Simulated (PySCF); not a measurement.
Record of a relaxation.

C₄H₆N₂.
Bonds: C1–N2, N2–C3 (aromatic), C3–C4 (aromatic), C4–C5 (aromatic), C5–N6 (aromatic), N2–N6 (aromatic). Hydrogens: H7, H8, H9 on C1; H10 on C3; H11 on C4; H12 on C5.

Computed by this run: PySCF 2.14.0, PBE0-D3(BJ)/def2-SVP geometry optimisation, gas phase; density fitting, grid level 1; the optimiser is geomeTRIC in internal coordinates, started from a GFN2-xTB structure with every atom displaced at random (about 0.01 Å). 11 of its 17 geometries are shown. The frame can shift and turn from step to step; on so coarse a grid that alone can change the energy by a few meV, and forces under 0.02 eV/Å are noise.

Step 0: E = -7211.4670 eV, largest atomic force 4.229 eV/Å
```
atom  x, y, z in Å  |  force x, y, z in eV/Å
C1     -1.824   -0.039    0.054   -1.094   1.649  -0.349
N2     -0.419   -0.092    0.012    1.130  -0.196   0.035
C3      0.442    0.933   -0.054    2.252  -0.517   0.063
C4      1.755    0.386   -0.068   -4.114  -0.979   0.033
C5      1.494   -1.004   -0.023    0.138   1.048   0.097
N6      0.201   -1.258    0.031   -0.207  -1.037  -0.011
H7     -2.166    0.616    0.876    0.041  -0.118  -0.060
H8     -2.221    0.396   -0.892    0.011  -0.297   0.298
H9     -2.227   -1.018    0.210   -0.214  -0.938   0.049
H10     0.132    1.953   -0.057   -0.378   0.811  -0.035
H11     2.652    0.892   -0.098    2.111   1.192  -0.095
H12     2.220   -1.793    0.001    0.324  -0.619  -0.025
```

Step 2: E = -7211.6047 eV, largest atomic force 0.742 eV/Å
```
atom  x, y, z in Å  |  force x, y, z in eV/Å
C1     -1.751   -0.031    0.598    0.040   0.105  -0.014
N2     -0.369   -0.085    0.196    0.141  -0.173  -0.708
C3      0.477    0.942   -0.070   -0.084   0.272   0.511
C4      1.662    0.395   -0.522   -0.128  -0.006  -0.185
C5      1.377   -0.984   -0.609   -0.054  -0.093   0.414
N6      0.155   -1.256   -0.164    0.129  -0.155  -0.022
H7     -1.874    0.630    1.468   -0.007   0.009  -0.019
H8     -2.388    0.327   -0.227   -0.028   0.005   0.027
H9     -2.058   -1.049    0.866    0.047   0.026   0.006
H10     0.164    1.974    0.078    0.110   0.020   0.165
H11     2.606    0.909   -0.709   -0.170  -0.005  -0.212
H12     2.024   -1.794   -0.946    0.005  -0.004   0.037
```

Step 3: E = -7211.6483 eV, largest atomic force 0.360 eV/Å
```
atom  x, y, z in Å  |  force x, y, z in eV/Å
C1     -1.747   -0.026    0.580   -0.013   0.053   0.050
N2     -0.368   -0.097    0.177   -0.167  -0.047  -0.199
C3      0.472    0.946   -0.041    0.089  -0.348   0.005
C4      1.641    0.394   -0.527    0.182   0.010   0.013
C5      1.391   -0.996   -0.576   -0.139   0.191  -0.100
N6      0.162   -1.272   -0.165    0.001   0.109   0.169
H7     -1.858    0.638    1.451   -0.010  -0.029  -0.057
H8     -2.385    0.340   -0.241    0.003  -0.020   0.042
H9     -2.058   -1.039    0.853   -0.038  -0.031   0.023
H10     0.175    1.973    0.154    0.018   0.014   0.047
H11     2.556    0.916   -0.784    0.078   0.066  -0.068
H12     2.046   -1.797   -0.922   -0.004   0.034   0.073
```

Step 5: E = -7211.6464 eV, largest atomic force 0.527 eV/Å
```
atom  x, y, z in Å  |  force x, y, z in eV/Å
C1     -1.754   -0.029    0.579    0.034   0.072   0.060
N2     -0.374   -0.099    0.174    0.076   0.070  -0.134
C3      0.483    0.931   -0.038   -0.144   0.313   0.025
C4      1.657    0.402   -0.539   -0.373  -0.258   0.268
C5      1.385   -0.983   -0.572    0.207  -0.311  -0.282
N6      0.159   -1.272   -0.159    0.178   0.110   0.015
H7     -1.866    0.636    1.447   -0.010   0.000  -0.016
H8     -2.395    0.335   -0.240    0.008  -0.012   0.004
H9     -2.067   -1.042    0.854   -0.001  -0.015   0.011
H10     0.189    1.958    0.168   -0.006   0.037   0.030
H11     2.571    0.926   -0.805    0.000   0.012  -0.019
H12     2.038   -1.787   -0.911    0.031  -0.019   0.038
```

Step 6: E = -7211.6551 eV, largest atomic force 0.139 eV/Å
```
atom  x, y, z in Å  |  force x, y, z in eV/Å
C1     -1.753   -0.028    0.578    0.033   0.006   0.050
N2     -0.373   -0.095    0.171    0.062  -0.066  -0.106
C3      0.478    0.938   -0.038   -0.027   0.068  -0.020
C4      1.649    0.396   -0.534    0.021  -0.018   0.094
C5      1.391   -0.990   -0.579   -0.076   0.043  -0.048
N6      0.164   -1.268   -0.160   -0.034  -0.053   0.005
H7     -1.865    0.638    1.446   -0.001   0.011  -0.002
H8     -2.397    0.333   -0.239    0.003  -0.008  -0.008
H9     -2.064   -1.041    0.857    0.005  -0.002   0.005
H10     0.187    1.966    0.170    0.011   0.005   0.013
H11     2.562    0.923   -0.798   -0.003   0.018  -0.021
H12     2.047   -1.794   -0.915    0.006  -0.005   0.038
```

Step 8: E = -7211.6575 eV, largest atomic force 0.043 eV/Å
```
atom  x, y, z in Å  |  force x, y, z in eV/Å
C1     -1.751   -0.030    0.579   -0.004   0.010   0.010
N2     -0.380   -0.096    0.147   -0.010  -0.005  -0.028
C3      0.473    0.940   -0.046    0.020  -0.011   0.037
C4      1.650    0.398   -0.525   -0.004  -0.005  -0.006
C5      1.389   -0.988   -0.586    0.009   0.012  -0.003
N6      0.158   -1.268   -0.181   -0.006  -0.003   0.009
H7     -1.851    0.642    1.442    0.001   0.003  -0.008
H8     -2.410    0.323   -0.231   -0.004  -0.009   0.000
H9     -2.055   -1.042    0.870    0.001  -0.001   0.004
H10     0.186    1.965    0.178   -0.009   0.002  -0.011
H11     2.564    0.926   -0.785    0.009   0.006   0.002
H12     2.053   -1.792   -0.902   -0.004   0.002  -0.007
```

Step 10: E = -7211.6581 eV, largest atomic force 0.036 eV/Å
```
atom  x, y, z in Å  |  force x, y, z in eV/Å
C1     -1.752   -0.035    0.578    0.007  -0.012  -0.010
N2     -0.382   -0.097    0.140    0.030   0.002   0.018
C3      0.473    0.939   -0.039   -0.013   0.026   0.000
C4      1.653    0.401   -0.518   -0.004   0.011  -0.010
C5      1.391   -0.983   -0.592   -0.022  -0.006   0.009
N6      0.158   -1.267   -0.193    0.003  -0.014  -0.022
H7     -1.851    0.652    1.430    0.000   0.006   0.000
H8     -2.420    0.299   -0.233    0.002  -0.004  -0.006
H9     -2.047   -1.044    0.889    0.003   0.003   0.007
H10     0.182    1.963    0.185    0.005  -0.001   0.002
H11     2.567    0.933   -0.773   -0.011  -0.009   0.012
H12     2.055   -1.785   -0.914    0.001  -0.001   0.000
```

Step 11: E = -7211.6587 eV, largest atomic force 0.055 eV/Å
```
atom  x, y, z in Å  |  force x, y, z in eV/Å
C1     -1.752   -0.041    0.577    0.003  -0.007  -0.024
N2     -0.383   -0.097    0.135    0.024  -0.004   0.050
C3      0.473    0.940   -0.031   -0.030   0.013  -0.029
C4      1.653    0.406   -0.512    0.010   0.018  -0.001
C5      1.392   -0.977   -0.599   -0.023  -0.014   0.002
N6      0.158   -1.265   -0.206    0.011  -0.003  -0.024
H7     -1.853    0.664    1.413   -0.003   0.007   0.000
H8     -2.427    0.267   -0.238    0.001  -0.003  -0.003
H9     -2.036   -1.046    0.911    0.004   0.005   0.008
H10     0.179    1.963    0.196    0.012  -0.003   0.015
H11     2.568    0.940   -0.758   -0.012  -0.011   0.006
H12     2.056   -1.776   -0.928    0.004   0.001   0.001
```

Step 13: E = -7211.6618 eV, largest atomic force 0.113 eV/Å
```
atom  x, y, z in Å  |  force x, y, z in eV/Å
C1     -1.752   -0.082    0.568   -0.009  -0.002  -0.048
N2     -0.384   -0.106    0.123   -0.013  -0.004   0.085
C3      0.470    0.942    0.025   -0.037  -0.018  -0.105
C4      1.652    0.439   -0.484    0.029   0.003   0.052
C5      1.395   -0.938   -0.651   -0.009  -0.013  -0.027
N6      0.160   -1.250   -0.282    0.011   0.028  -0.005
H7     -1.895    0.740    1.282   -0.007   0.003  -0.001
H8     -2.449    0.047   -0.276    0.012  -0.002   0.005
H9     -1.971   -1.036    1.063   -0.007   0.000   0.016
H10     0.167    1.951    0.296    0.022  -0.006   0.050
H11     2.571    0.985   -0.681    0.001   0.008  -0.029
H12     2.062   -1.715   -1.023    0.007   0.004   0.007
```

Step 14: E = -7211.6647 eV, largest atomic force 0.097 eV/Å
```
atom  x, y, z in Å  |  force x, y, z in eV/Å
C1     -1.752   -0.117    0.561   -0.013   0.012  -0.021
N2     -0.382   -0.114    0.122   -0.053  -0.006   0.019
C3      0.467    0.941    0.070   -0.012  -0.028  -0.092
C4      1.650    0.467   -0.463    0.022  -0.024   0.070
C5      1.398   -0.902   -0.693    0.018  -0.004  -0.028
N6      0.164   -1.236   -0.338    0.008   0.035   0.012
H7     -1.946    0.789    1.148   -0.013  -0.001   0.004
H8     -2.445   -0.149   -0.295    0.027   0.001   0.009
H9     -1.926   -1.001    1.188   -0.014  -0.008   0.019
H10     0.163    1.935    0.391    0.012  -0.007   0.043
H11     2.568    1.022   -0.632    0.015   0.025  -0.041
H12     2.068   -1.658   -1.101    0.003   0.005   0.005
```

Step 16: E = -7211.6669 eV, largest atomic force 0.021 eV/Å
```
atom  x, y, z in Å  |  force x, y, z in eV/Å
C1     -1.752   -0.147    0.557   -0.010   0.003   0.006
N2     -0.383   -0.120    0.115   -0.011   0.007  -0.013
C3      0.462    0.940    0.101    0.019  -0.007   0.004
C4      1.650    0.490   -0.442   -0.007  -0.015   0.006
C5      1.402   -0.870   -0.724    0.015   0.009  -0.002
N6      0.170   -1.222   -0.384   -0.008   0.001   0.005
H7     -1.998    0.812    1.030    0.003  -0.004  -0.002
H8     -2.430   -0.316   -0.292    0.000  -0.003   0.002
H9     -1.892   -0.956    1.287   -0.001  -0.004   0.002
H10     0.161    1.916    0.476   -0.007   0.002  -0.002
H11     2.562    1.059   -0.603    0.010   0.012  -0.006
H12     2.076   -1.607   -1.160   -0.002   0.000   0.000
```

Problem. Summarise the path.

Solution. The energy falls by 0.2000 eV from step 0 to step 16; nine tenths of that is first reached at step 3. It rises by more than 0.2 meV at step 4. The largest force goes from 4.229 to 0.021 eV/Å. Among the bonds C4–H11 changes most, from 1.031 to 1.087 Å; the atoms move by 0.375 Å rms after alignment.

Problem. Follow the three bonds and two angles with the largest change from start to end.

Solution. 
```tsv
step	E above end (eV)	largest force (eV/Å)	C4–H11 (Å)	C3–C4 (Å)	C1–N2 (Å)	H7–C1–H8 (°)	C4–C3–H10 (°)
0	0.2000	4.229	1.031	1.423	1.407	106.8	129.5
1	0.1039	1.290	1.102	1.382	1.444	109.4	132.2
2	0.0623	0.742	1.090	1.382	1.441	109.4	131.8
3	0.0186	0.360	1.085	1.382	1.439	109.3	132.2
4	0.0388	0.855	1.085	1.382	1.440	109.1	130.8
5	0.0206	0.527	1.086	1.382	1.440	109.1	131.3
6	0.0119	0.139	1.087	1.382	1.440	109.1	131.7
7	0.0107	0.166	1.087	1.381	1.439	109.1	131.8
8	0.0095	0.043	1.087	1.382	1.439	109.1	131.7
9	0.0092	0.036	1.087	1.382	1.440	109.1	131.7
10	0.0088	0.036	1.088	1.382	1.440	109.1	131.7
11	0.0083	0.055	1.088	1.382	1.440	109.1	131.8
12	0.0071	0.083	1.087	1.382	1.440	109.1	131.8
13	0.0051	0.113	1.087	1.382	1.439	109.2	131.8
14	0.0023	0.097	1.086	1.382	1.439	109.2	131.8
15	0.0004	0.064	1.086	1.382	1.438	109.1	131.7
16	0.0000	0.021	1.087	1.382	1.438	109.1	131.7
```

The cost below is that of the whole optimisation. On one thread, Arm Neoverse V1 (aarch64), shared host, this took 75 s and 0.47 GiB of memory at its peak.
